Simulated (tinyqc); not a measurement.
Inside a calculation. Method: UKS/BP86 in the sto-3g basis, for BH, spin multiplicity 3. One step of it, computed by the program tinyqc.

Problem. Iteration 2: DIIS coefficients. Solve [B -1; -1 0][c; lambda] = [0; -1] for the coefficients, which sum to one.

B (overlaps of the stored error matrices):
$$\begin{pmatrix}
1.0589528e-02 & 3.3318843e-03 \\
3.3318843e-03 & 1.3976418e-03
\end{pmatrix}$$

Give: DIIS coefficients.

Solution.

DIIS coefficients: [-0.3633, 1.3633]
